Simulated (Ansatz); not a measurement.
A calculation with Ansatz (development build ahead of 0.2.0).

```yaml
crystal:
  periodic: [false, false, false]
  atoms:
    - { symbol: O, position_ang: [0.0, 0.19492, -1.36481] }
    - { symbol: P, position_ang: [0.0, -0.38984, 0.0] }
    - { symbol: O, position_ang: [0.0, 0.19492, 1.36481] }
basis:
  gaussian: { orbitals: def2-SVP }
magnetization:
  initial_magnetization: 1
hamiltonian:
  xc: hf
correlation:
  method: ccsd_t
  frozen_orbitals: { O: 1, P: 5 }
scf:
  omitted_lower_state_checks: [starts, atomic_configurations, cluster_reference, orbital_swaps, given_window_search, neighbouring_geometries, increment]
```

The input is written out in the form of the current development build from the run's settings. Correlation on restricted open-shell orbitals is semicanonical, with singles.

Output:

```yaml
Converged: yes
Reference_energy: -490.18248 hartree
Correlation_energy: -0.51141 hartree
Total_energy: -490.69389 hartree
Stability_test: minimum among restricted orbitals
```
